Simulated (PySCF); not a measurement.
# Molecular orbitals of PO

PBE0 at R = 1.476 Å; P def2-TZVP, O def2-TZVP; no relativity (PySCF 2.14). State: ²Π (doublet), unpaired electrons π ↑. Only the outer orbitals are listed, counted within each symmetry.

```csv
spin,orbital,occ.,ε (eV),on P (%),main shells (%)
α,5σ,1,-28.70,21,"74 O s, 12 P s"
α,6σ,1,-15.69,66,"62 P s, 21 O p, 13 O s"
α,2π,1,-11.61,29,"71 O p, 26 P p"
α,2π,1,-11.11,30,"69 O p, 26 P p"
α,7σ,1,-11.07,47,"49 O p, 26 P p, 20 P s"
α,3π,1,-5.81,80,"75 P p, 20 O p"
α,3π,0,-3.34,80,"75 P p, 20 O p"
β,5σ,1,-28.32,22,"73 O s, 12 P s"
β,6σ,1,-14.89,58,"56 P s, 27 O p, 15 O s"
β,2π,1,-10.98,30,"70 O p, 26 P p"
β,7σ,1,-10.59,55,"42 O p, 27 P p, 27 P s"
β,2π,1,-10.35,28,"72 O p, 23 P p"
β,3π,0,-3.03,81,"76 P p, 19 O p"
β,3π,0,-2.02,83,"80 P p, 17 O p"
```

Task: Which are the highest filled and the lowest empty level, where do they sit, and how wide is the gap?

Result: Highest filled α 3π at -5.81 eV (in %: 75 P p, 20 O p); lowest empty α 3π at -3.34 eV (in %: 75 P p, 20 O p); the gap at PBE0 is 2.47 eV. Both belong to one degenerate shell, split only by its one-sided filling, so this is no excitation gap.

* bond order (Mayer): 2.15
* ⟨S²⟩: 0.756
* charge on P (Mulliken, basis-dependent): 0.33
* charge on P (Löwdin, basis-dependent): 0.24
* dipole moment (positive dipole means P(−)O(+)): -2.06 D
* polarisability along the bond: 26.9 bohr³
* polarisability across the bond: 18.2 bohr³

The state was picked by a PBE0 search and need not be the measured ground state.
